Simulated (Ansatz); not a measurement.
A made-up structure of HSO₂, doublet:

```tsv
atom	x (Å)	y (Å)	z (Å)
O1	-1.2025	0.8059	-0.4052
S2	-0.5481	0.1994	0.7582
O3	0.7255	-0.6768	0.2499
H4	-0.6692	0.7793	1.9824
```

It is relaxed with PBE-D4/def2-SVP and then PBE0-D4/def2-TZVP (Ansatz 0.2.0). Atoms count as bonded within 1.22 times the sum of their covalent radii (H–H: 0.88 Å). The end point is not checked to be a true minimum.

(1) Does its bonding change? (Judge from chemistry; the calculation decides.)

## Answers

(1) Computed: No: no bond forms or breaks.

Where it ends: The first stage lowers the energy by 1.29 eV in 7 steps. It ends as HSO₂ ([O][SH][O]):
O1  (-1.239, 0.902, -0.322)
S2  (-0.617, 0.022, 0.644)
O3  (0.688, -0.570, 0.451)
H4  (-0.526, 0.754, 1.811)
(Å)

Labels in which every atom is bracketed show which atoms are joined, not bond orders.

For scale, one of the runs: PBE0-D4/def2-TZVP relaxation, 105 basis functions, launched by `ansatz run in.yaml --threads 2 --pin off --events-out ev --progress --plain --max-ram 4352MiB`. Hardware: 2 CPU threads of an Intel Xeon 6975P-C, shared host. Wall time about 9.5 s.
